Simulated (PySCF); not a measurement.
**Orbital energies and ionisation energy**

N2.
Geometry (PBE0-D3(BJ)/def2-SVP, Å), atoms numbered from 1 in this order:
```xyz
2
N2 angstrom
N      0.5708   -0.0574    0.0068
N     -0.5266   -0.0329   -0.0007
```

The species is `N#N` (N2).

Level: CAM-B3LYP/def2-SVPD (PySCF). Frontier orbitals with their largest atomic shares (Löwdin; up to four atoms above 4 %):

```tsv
orbital	ε (eV)	main atoms
HOMO−3	-16.84	N2 50 %, N1 50 %
HOMO−2	-14.72	N2 50 %, N1 50 %
HOMO−1	-14.72	N2 50 %, N1 50 %
HOMO	-13.83	?
LUMO	0.76	N1 50 %, N2 50 %
LUMO+1	0.76	N1 50 %, N2 50 %
LUMO+2	4.03	N1 50 %, N2 50 %
```

What vertical ionisation energy does ΔSCF give, and how far is −ε(HOMO) from it?

ΔSCF: 16.06 eV (1549 kJ/mol; threshold wavelength 77.2 nm); ⟨S²⟩ of the doublet left behind is 0.754, against 0.75 for a pure doublet. −ε(HOMO) is 13.83 eV, 2.23 eV below it. For the exact functional −ε(HOMO) would equal the first vertical ionisation energy; CAM-B3LYP (range-separated hybrid) falls short of its own ΔSCF value by 14 %.

On which atoms does the HOMO lie?

N1 (nitrogen bonded to N) 50 %, N2 (nitrogen bonded to N) 50 %. The HOMO−1 lies 0.89 eV lower.

With α = 11.0 au, estimate the like-pair dispersion coefficient by London's formula C6 = (3/4)α²I.

I = 0.5901 Eh, so C6 ≈ 53.2 au, a rough estimate.

How many of the 10 lowest singlet excitations (vertical TDDFT, same level) lie below the ionisation energy?

All 10; they run from 9.27 to 14.59 eV.

Shift the occupied levels rigidly so that −ε(HOMO) equals the ΔSCF value. What binding energies result?

The shift is +2.23 eV: HOMO 16.06, HOMO−1 16.95, HOMO−2 16.95, HOMO−3 19.07 eV. A rigid shift is only a rough guide to the deeper ionisations.

Isolated species at its PBE0-D3(BJ)/def2-SVP geometry, gas phase.
